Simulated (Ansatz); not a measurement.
# O2− (doublet): energies up the ladder

Wanted for O2− (doublet): energies up the ladder. Charge -1. Spin multiplicity 2.

Computed with Ansatz 0.2.0 (the levels named in each step, unless a step's input says otherwise).

### Step 1. The structure to begin with

Bond lengths: O1–O2 1.210 Å.

Coordinates:

```xyz
2

O     0.0000    0.0000    0.0000
O     0.0000    0.0000    1.2098
```

### Step 2. A rough first relaxation, PBE-D4/def2-SVPD

Contents of input.yaml:

```yaml
crystal:
  periodic: [false, false, false]
  atoms:
    - { symbol: O, position_ang: [0.0, 0.0, 0.0] }
    - { symbol: O, position_ang: [0.0, 0.0, 1.20982] }
magnetization:
  spin_polarized: true
  initial_magnetization: 1
total_charge: -1
basis:
  gaussian: { orbitals: def2-SVPD }
hamiltonian:
  xc: pbe
  dispersion: d4
relax:
  f_tol: 0.03
  max_steps: 200
```

Started as:

```console
ansatz run input.yaml --threads 2 --pin off --max-ram 5120MiB --backend cpu --events-out ev --progress --plain --runs-dir out
```

What it wrote, shortened:

```text
Warning: RAYON_NUM_THREADS=2 ignored (pool sized by the plan → 2); use --threads N
[...]
Functional definition: PBE
[...]
370 factors; their error is unknown
[...]
mean field -4083.80662876 eV, -150.0771255036 hartree, gradient 3.1e-5 eV, S^2 0.752794; 7 other end points of the search recorded, 0 dependent functions left out
[...]
reference -4083.80665453 eV, -150.0771264505 hartree; 9, 8 occupied and 37, 38 virtual orbitals, 370 factors
relax step   1: F+E_penalty+E_count = -4083.81856611 eV  Δ(F+E_penalty+E_count) = +0.000e0 eV  max|allowed force component| = 8.218e0 eV/Å  Δτ_max = 0.0000 Å  (203 SCF iters, accepted)
[...]
relax step   4: F+E_penalty+E_count = -4084.30593273 eV  Δ(F+E_penalty+E_count) = -5.043e-3 eV  max|allowed force component| = 5.731e-2 eV/Å  Δτ_max = 0.0089 Å  (30 SCF iters, accepted)
[...]
relax step   5: F+E_penalty+E_count = -4084.30597665 eV  Δ(F+E_penalty+E_count) = -4.393e-5 eV  max|allowed force component| = 6.002e-3 eV/Å  Δτ_max = 0.0009 Å  (31 SCF iters, accepted)
370 factors; their error is unknown
[...]
mean field -4084.29405035 eV, -150.0950379162 hartree, gradient 7.9e-6 eV, S^2 0.753262; 2 other end points of the search recorded, 0 dependent functions left out
[...]
reference -4084.29407617 eV, -150.0950388652 hartree; 9, 8 occupied and 37, 38 virtual orbitals, 370 factors
Total energy: -4084.30600247 eV, -150.0954771489 hartree
Atom 0 at     0.000000    -0.000000    -0.069127 Å, force    -0.000000     0.000000    -0.006002 eV/Å
Atom 1 at    -0.000000     0.000000     1.278947 Å, force    -0.000000    -0.000000     0.006002 eV/Å
Dipole moment:    -0.000000     0.000000    -0.000000 e Å
```

It took 3.4 s on 2 threads of Arm Neoverse V1, shared host; peak memory 0.089 GiB.

Step by step:

```csv
step,energy from step 1 (eV),largest force component (eV/Å)
1,0.0000,8.2176
2,-0.4176,2.5835
3,-0.4823,0.6371
4,-0.4874,0.0573
5,-0.4874,0.0060
```

Step 1 is the start.

Before: Bond lengths: O1–O2 1.210 Å.

After: Bond lengths: O1–O2 1.348 Å.

### Step 3. Relaxation, PBE0-D4/def2-TZVPPD

Contents of input.yaml:

```yaml
crystal:
  periodic: [false, false, false]
  atoms:
    - { symbol: O, position_ang: [0.0, 0.0, -0.069127] }
    - { symbol: O, position_ang: [0.0, 0.0, 1.278947] }
magnetization:
  spin_polarized: true
  initial_magnetization: 1
total_charge: -1
basis:
  gaussian: { orbitals: def2-TZVPPD.json }
hamiltonian:
  xc: pbe0
  dispersion: d4
relax:
  f_tol: 0.002
  max_steps: 150
```

Started as:

```console
ansatz run input.yaml --threads 2 --pin off --max-ram 5120MiB --backend cpu --events-out ev --progress --plain --runs-dir out
```

What it wrote, shortened:

```text
Warning: RAYON_NUM_THREADS=2 ignored (pool sized by the plan → 2); use --threads N
[...]
Functional definition: PBE0
[...]
368 factors; their error is unknown
[...]
mean field -4088.36297386 eV, -150.2445680975 hartree, gradient 5.7e-5 eV, S^2 0.758395; 2 other end points of the search recorded, 0 dependent functions left out
[...]
reference -4088.36299763 eV, -150.2445689711 hartree; 9, 8 occupied and 71, 72 virtual orbitals, 368 factors
relax step   1: F+E_penalty+E_count = -4088.37259267 eV  Δ(F+E_penalty+E_count) = +0.000e0 eV  max|allowed force component| = 1.100e0 eV/Å  Δτ_max = 0.0000 Å  (88 SCF iters, accepted)
[...]
relax step   3: F+E_penalty+E_count = -4088.38752480 eV  Δ(F+E_penalty+E_count) = -2.676e-3 eV  max|allowed force component| = 3.066e-2 eV/Å  Δτ_max = 0.0059 Å  (34 SCF iters, accepted)
[...]
relax step   4: F+E_penalty+E_count = -4088.38753521 eV  Δ(F+E_penalty+E_count) = -1.041e-5 eV  max|allowed force component| = 5.575e-4 eV/Å  Δτ_max = 0.0003 Å  (35 SCF iters, accepted)
368 factors; their error is unknown
[...]
mean field -4088.37791545 eV, -150.2451171909 hartree, gradient 9.5e-6 eV, S^2 0.757994; 3 other end points of the search recorded, 0 dependent functions left out
[...]
reference -4088.37793927 eV, -150.2451180662 hartree; 9, 8 occupied and 71, 72 virtual orbitals, 368 factors
Total energy: -4088.38755903 eV, -150.2454715858 hartree
Atom 0 at     0.000000     0.000000    -0.055905 Å, force    -0.000000    -0.000000     0.000557 eV/Å
Atom 1 at    -0.000000    -0.000000     1.265725 Å, force     0.000000     0.000000    -0.000557 eV/Å
Dipole moment:     0.000000    -0.000000     0.000000 e Å
```

It took 4.7 s on 2 threads of Arm Neoverse V1, shared host; peak memory 0.12 GiB.

The steps of the relaxation:

| step | E - E(step 1) (eV) | largest force component (eV/Å) |
| --- | --- | --- |
| 1 | 0.0000 | 1.0998 |
| 2 | -0.0123 | 0.4809 |
| 3 | -0.0149 | 0.0307 |
| 4 | -0.0149 | 0.0006 |

Step 1 is the start.

Before: Bond lengths: O1–O2 1.348 Å.

After: Bond lengths: O1–O2 1.322 Å.

### Step 4. Frequencies, PBE0-D4/def2-TZVPPD

Contents of input.yaml:

```yaml
crystal:
  periodic: [false, false, false]
  atoms:
    - { symbol: O, position_ang: [0.0, 0.0, -0.05590452] }
    - { symbol: O, position_ang: [0.0, 0.0, 1.26572452] }
magnetization:
  spin_polarized: true
  initial_magnetization: 1
total_charge: -1
basis:
  gaussian: { orbitals: def2-TZVPPD.json }
hamiltonian:
  xc: pbe0
  dispersion: d4
phonons: {}
```

Started as:

```console
ansatz run input.yaml --threads 2 --pin off --max-ram 5120MiB --backend cpu --events-out ev --progress --plain --runs-dir out
```

What it wrote, shortened:

```text
Warning: RAYON_NUM_THREADS=2 ignored (pool sized by the plan → 2); use --threads N
[...]
Functional definition: PBE0
[...]
368 factors; their error is unknown
[...]
mean field -4088.37791545 eV, -150.2451171909 hartree, gradient 1.1e-5 eV, S^2 0.757994; 2 other end points of the search recorded, 0 dependent functions left out
[...]
reference -4088.37793927 eV, -150.2451180662 hartree; 9, 8 occupied and 71, 72 virtual orbitals, 368 factors
[...]
368 factors; their error is unknown
mean field -4088.37791545 eV, -150.2451171908 hartree, gradient 1.1e-6 eV, S^2 0.757994; 0 other end points of the search recorded, 0 dependent functions left out
[...]
reference -4088.37793927 eV, -150.2451180662 hartree; 9, 8 occupied and 71, 72 virtual orbitals, 368 factors
[...]
368 factors; their error is unknown
[...]
reference -4088.37793927 eV, -150.2451180662 hartree; 9, 8 occupied and 71, 72 virtual orbitals, 368 factors
[...]
368 factors; their error is unknown
mean field -4088.37777536 eV, -150.2451120424 hartree, gradient 1.1e-6 eV, S^2 0.757957; 0 other end points of the search recorded, 0 dependent functions left out
[...]
reference -4088.37779919 eV, -150.2451129182 hartree; 9, 8 occupied and 71, 72 virtual orbitals, 368 factors
[...]
368 factors; their error is unknown
mean field -4088.37777419 eV, -150.2451119994 hartree, gradient 9.7e-7 eV, S^2 0.758031; 0 other end points of the search recorded, 0 dependent functions left out
[...]
reference -4088.37779800 eV, -150.2451128744 hartree; 9, 8 occupied and 71, 72 virtual orbitals, 368 factors
Total energy: -4088.38755903 eV, -150.2454715858 hartree
Atom 0 at     0.000000     0.000000    -0.055905 Å, force    -0.000000    -0.000000     0.000560 eV/Å
Atom 1 at     0.000000     0.000000     1.265725 Å, force     0.000000     0.000000    -0.000560 eV/Å
Dipole moment:     0.000000     0.000000    -0.000000 e Å
Vibrations: 1237.10 cm⁻¹, zero-point energy 0.076691 eV
```

Run time: 3.9 s. Hardware: 2 threads of Arm Neoverse V1, shared host; peak memory 0.12 GiB.

Harmonic frequencies (cm⁻¹; negative: imaginary): 1237.

### Step 5. Single point, PBE-D4/def2-TZVPPD

input.yaml: that of step 4 with these lines changed.

```diff
@@ -12,4 +12,3 @@
 hamiltonian:
-  xc: pbe0
+  xc: pbe
   dispersion: d4
-phonons: {}
```

Started as:

```console
ansatz run input.yaml --threads 2 --pin off --max-ram 5120MiB --backend cpu --events-out ev --progress --plain --runs-dir out
```

What it wrote:

```text
Warning: RAYON_NUM_THREADS=2 ignored (pool sized by the plan → 2); use --threads N
Engine: ansatz 0.2.0, aarch64-unknown-linux-gnu
Functional definition: PBE
  parameter kappa = 0.804
  parameter beta = 0.06672455060314922
  exchange = pbe_x(kappa = kappa, mu = beta*pi^2/3)
  correlation = pbe_c(beta = beta)
368 factors; their error is unknown
mean field evaluation 1: about -4056.8116 eV, gradient 6.7e1 eV
mean field evaluation 2: about -4052.4942 eV, gradient 1.0e2 eV
mean field evaluation 4: about -4088.7079 eV, gradient 5.8e0 eV
mean field evaluation 8: about -4088.9005 eV, gradient 1.7e-1 eV
mean field evaluation 16: about -4088.9005 eV, gradient 2.5e-6 eV
mean field evaluation 32: about -4086.5470 eV, gradient 2.1e0 eV
mean field evaluation 64: about -4085.0855 eV, gradient 1.5e-4 eV
mean field evaluation 96: about -4087.3520 eV, gradient 4.9e0 eV
mean field -4088.90051261 eV, -150.2643222822 hartree, gradient 2.5e-6 eV, S^2 0.753631; 12 other end points of the search recorded, 0 dependent functions left out
reference -4088.90054315 eV, -150.2643234043 hartree; 9, 8 occupied and 71, 72 virtual orbitals, 368 factors
Total energy: -4088.91247154 eV, -150.2647617647 hartree
```

It took 3.6 s on 2 threads of Arm Neoverse V1, shared host; peak memory 0.11 GiB.

### Step 6. Single point, r2SCAN-D4/def2-TZVPPD

input.yaml: that of step 5 with these lines changed.

```diff
@@ -12,3 +12,3 @@
 hamiltonian:
-  xc: pbe
+  xc: r2scan
   dispersion: d4
```

Started as:

```console
ansatz run input.yaml --threads 2 --pin off --max-ram 5120MiB --backend cpu --events-out ev --progress --plain --runs-dir out
```

What it wrote:

```text
Warning: RAYON_NUM_THREADS=2 ignored (pool sized by the plan → 2); use --threads N
Engine: ansatz 0.2.0, aarch64-unknown-linux-gnu
Functional definition: r2SCAN
  parameter k0 = 0.174
  parameter k1 = 0.065
  parameter a1 = 4.9479
  exchange = r2scan_x(k0 = k0, k1 = k1, a1 = a1)
  correlation = r2scan_c
368 factors; their error is unknown
mean field evaluation 1: about -4079.4501 eV, gradient 4.5e1 eV
mean field evaluation 2: about -4074.9837 eV, gradient 6.7e1 eV
mean field evaluation 4: about -4090.7103 eV, gradient 2.3e0 eV
mean field evaluation 8: about -4090.7390 eV, gradient 2.0e-1 eV
mean field evaluation 16: about -4090.7391 eV, gradient 1.2e-5 eV
mean field evaluation 32: about -4090.7391 eV, gradient 6.8e-5 eV
mean field -4090.73909825 eV, -150.3318890581 hartree, gradient 7.3e-5 eV, S^2 0.757813; 4 other end points of the search recorded, 0 dependent functions left out
reference -4090.73911673 eV, -150.3318897374 hartree; 9, 8 occupied and 71, 72 virtual orbitals, 368 factors
Total energy: -4090.74183826 eV, -150.3319897516 hartree
```

It took 4.3 s on 2 threads of Arm Neoverse V1, shared host; peak memory 0.13 GiB.

### Step 7. Single point, B3LYP-D4/def2-TZVPPD

input.yaml: that of step 6 with these lines changed.

```diff
@@ -12,3 +12,3 @@
 hamiltonian:
-  xc: r2scan
+  xc: { name: B3LYP }
   dispersion: d4
```

Started as:

```console
ansatz run input.yaml --threads 2 --pin off --max-ram 5120MiB --backend cpu --events-out ev --progress --plain --runs-dir out
```

What it wrote:

```text
Warning: RAYON_NUM_THREADS=2 ignored (pool sized by the plan → 2); use --threads N
Engine: ansatz 0.2.0, aarch64-unknown-linux-gnu
Functional definition: B3LYP
  parameter a0 = 0.2
  parameter ax = 0.72
  parameter ac = 0.81
  exchange = (1 - a0 - ax)*slater_x + ax*b88_x + a0*exact_x
  correlation = (1 - ac)*vwn_rpa_c + ac*lyp_c
368 factors; their error is unknown
mean field evaluation 1: about -4080.0387 eV, gradient 4.8e1 eV
mean field evaluation 2: about -4076.6166 eV, gradient 6.9e1 eV
mean field evaluation 4: about -4092.8191 eV, gradient 1.9e0 eV
mean field evaluation 8: about -4092.8526 eV, gradient 3.0e-2 eV
mean field evaluation 16: about -4080.0387 eV, gradient 4.8e1 eV
mean field evaluation 32: about -4092.8526 eV, gradient 1.1e-5 eV
mean field -4092.85256995 eV, -150.4095577105 hartree, gradient 6.3e-5 eV, S^2 0.757361; 2 other end points of the search recorded, 0 dependent functions left out
reference -4092.85274407 eV, -150.4095641094 hartree; 9, 8 occupied and 71, 72 virtual orbitals, 368 factors
Total energy: -4092.87198204 eV, -150.4102710916 hartree
```

It took 1.4 s on 2 threads of Arm Neoverse V1, shared host; peak memory 0.1 GiB.

(Part 1 of 2 ends here.)
